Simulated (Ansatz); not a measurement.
GaAs: pressure series

The parent structure is GaAs in the zinc blende structure (space group F-43m, No. 216; a = 5.659 Å).

Cell and atoms are relaxed at each pressure.

Method: PBEsol in Ansatz (plane waves to 420 eV, PAW, without spin-orbit coupling).

```
pressure (GPa)  volume per atom (Å³/atom)
--------------  -------------------------
-2                                 23.369
0                                  22.653
0.9                                22.369
2.1                                22.019
4.5                                21.398
9                                       ?
15                                 19.450
22.5                               18.478
30                                 17.700
```

Question: Fit the third-order Birch–Murnaghan form P(V) = (3B₀/2)[(V₀/V)^(7/3) − (V₀/V)^(5/3)]·[1 + (3/4)(B₀′ − 4)((V₀/V)^(2/3) − 1)] (squares taken in P) to the rows shown and predict the withheld row.

Answer: Least squares on the printed values gives V₀ = 22.653 Å³/atom, B₀ = 69.8 GPa, B₀′ = 4.5; this predicts 20.447 Å³/atom, and the run gives 20.446 Å³/atom, in agreement.

Measured bulk modulus of GaAs: 76.7 GPa (static lattice; corrected from measurement; as listed in Daniel Mejia-Rodriguez, S. B. Trickey, Phys. Rev. B (2018)); the computed value is 9 % below it.

Load acts through the strain it causes; cell and atoms are relaxed under it. Stability against distortions was not tested. Measured, GaAs leaves this structure (for a Cmcm phase) near 15 GPa (room temperature; as listed in arXiv:1906.07825).

Ansatz is a first-principles code.
